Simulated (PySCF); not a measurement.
Bond stretch in SiO, singlet.

Levels of theory: UHF/cc-pVDZ (PySCF); RKS-B3LYP = restricted B3LYP/cc-pVDZ (PySCF 2.14.0); CASSCF(10,8)/cc-pVDZ (PySCF); UKS-M06-2X/6-31G* = unrestricted M06-2X/6-31G*, spherical d run with PySCF; RCCSD(T) = PySCF 2.14.0 with CCSD(T) on RHF/cc-pVDZ, 6 core orbitals frozen.

Energies are in eV, each relative to the lowest point of its own curve near equilibrium.

```csv
R / Å,UHF,RKS-B3LYP,"CASSCF(10,8)",UKS-M06-2X/6-31G*,RCCSD(T)
1.20,5.721,6.207,6.522,5.815,6.534
1.27,2.937,3.367,3.585,3.008,3.602
1.37,0.800,1.093,1.208,0.845,1.228
1.41,0.369,0.593,0.676,0.404,0.694
1.45,0.116,0.266,0.319,0.138,0.334
1.51,0.000,0.028,0.044,0.000,0.050
1.54,0.037,0.000,0.000,0.024,0.000
1.59,0.210,0.059,0.035,0.169,0.021
1.65,0.559,0.266,0.215,0.478,0.181
1.75,1.078,0.831,0.740,1.209,0.661
1.86,1.599,1.630,1.495,2.181,1.352
2.03,2.437,2.988,—,3.711,2.491
2.26,3.425,4.748,—,5.232,3.465
2.52,3.754,6.428,—,6.364,1.826
2.72,3.824,7.476,—,6.918,—
3.00,3.877,8.633,—,7.351,—
3.33,3.920,9.634,—,—,—
3.73,3.959,10.383,—,—,—
4.05,3.980,10.647,—,—,—
4.50,4.000,10.855,—,—,—
5.24,4.012,11.032,—,—,—
6.09,4.016,11.114,—,—,—
```

At the longest distance, 6.09 Å, RKS-B3LYP lies highest above its minimum (11.114 eV) and UHF lowest (4.016 eV).

The RCCSD(T) curve passes through a maximum at 2.26 Å and then falls by 1.639 eV up to the last usable point.

Dashes: no converged value, or the column stops at the first point that the program doubted or that broke a chosen test of continuity, which isn't proof of a fault.

The unrestricted solution behind UHF changes between 2.26 and 2.52 Å, which can leave a kink. The unrestricted determinant behind UHF is spin-contaminated at 1.75 to 6.09 Å (<S²> up to 2.0, against 0.00 for a pure singlet). At the longest distance RKS-B3LYP leaves fractional charges on the fragments, a sign of delocalisation error or of the restricted form. The restricted form behind RKS-B3LYP keeps the bonding electrons paired and can't separate into open-shell fragments. The unrestricted solution behind UKS-M06-2X/6-31G* changes between 2.03 and 2.26 Å, which can leave a kink. The unrestricted determinant behind UKS-M06-2X/6-31G* is spin-contaminated at 2.03 to 6.09 Å (<S²> up to 2.0, against 0.00 for a pure singlet). The T1 diagnostic of CCSD on the restricted reference of RCCSD(T) exceeds 0.045 at 1.75 to 3.00 Å.
